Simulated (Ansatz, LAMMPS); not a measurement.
Elastic constant C11 of bcc Ta: levels of theory against measurement

Reference value: 266 GPa (measured, 0 K, extrapolated to 0 K; zero-point effects included; as tabulated in Wang et al. (2022), arXiv:2209.12322).

```tsv
level (code)	value (GPa)	cell (Å³/atom)	difference (%)
SNAP Ta06A.snap (LAMMPS)	270	18.24	+1.5
LDA+SOC (Ansatz)	297	17.21	+11.7
PBE (Ansatz)	262	18.28	-1.5
r²SCAN+rVV10 (Ansatz)	278	17.88	+4.5
HSE06 (Ansatz)	280	18.07	+5.3
```

Once the reference is moved by up to 3.3 % (a margin picked here for doubts on the reference and the settings, and for temperature and zero-point motion) and values within 1.7 % count as equal, the nearest can be SNAP Ta06A.snap (+1.5 %), PBE (-1.5 %), r²SCAN+rVV10 (+4.5 %) or HSE06 (+5.3 %). Farthest off among them: LDA+SOC (+11.7 %). Within 20 %: SNAP Ta06A.snap, LDA+SOC, PBE, r²SCAN+rVV10, HSE06.

The measured value isn't corrected to a static lattice, so vibrations enter the comparison.  Density-functional levels without +SOC have no spin–orbit coupling. LDA+SOC, PBE, r²SCAN+rVV10, HSE06: shear constants of such metals converge slowly with the k mesh. HSE06: hybrids on metals are sensitive to the k mesh. HSE06: the run warned that the count of filled bands differs between k points. Each level is taken at its own relaxed cell. Cutoffs and k meshes differ between the levels. Ansatz's density-functional and Hartree–Fock values are scalar-relativistic unless marked +SOC, with PAW data made under PBE.

Machine-learned potentials (SNAP Ta06A.snap) are trained on DFT data: a solid inside that data is no test of them.

Differences are worked out from the printed values.

Ansatz is a quantum-chemistry and plane-wave program.
